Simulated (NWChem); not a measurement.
System: phenol (C$_{6}$H$_{6}$O); SMILES Oc1ccccc1

NWChem input:

```
start job
memory heap 200 mb stack 900 mb global 1100 mb
geometry units angstroms noautosym nocenter noautoz
  O     -0.073821    -2.297541     0.000000
  C     -0.012710    -0.948785     0.000000
  C     -1.219480    -0.240031     0.000000
  C     -1.205372     1.150685     0.000000
  C      0.001026     1.853786     0.000000
  C      1.200148     1.144416     0.000000
  C      1.198849    -0.249534     0.000000
  H      0.820059    -2.655604     0.000000
  H     -2.155652    -0.801921     0.000000
  H     -2.153702     1.694240     0.000000
  H      0.004963     2.945715     0.000000
  H      2.153950     1.678140     0.000000
  H      2.144439    -0.801637     0.000000
end
basis spherical
  O library 6-31g*
  C library 6-31g*
  H library 6-31g*
end
dft
  xc xpbe96 cpbe96
  iterations 150
end
cosmo
  do_cosmo_smd true
  solvent water
end
task dft energy
```

Coordinates come from a PBE0/def2-SVP optimisation. Solvent: water.

Level: PBE/6-31G* with SMD (1 M gas to 1 M solution), gas-phase geometry.

Give the results of this calculation. (PBE/6-31G* (spherical d), SMD on the gas-phase geometry.) Quantities: solvation free energy (kcal/mol); cavity-dispersion-structure term (kcal/mol); dipole in solution (D).


```
Property                                     Result
-------------------------------------------  ------
solvation free energy (kcal/mol)               -5.5
cavity-dispersion-structure term (kcal/mol)     3.4
dipole in solution (D)                         2.01
```
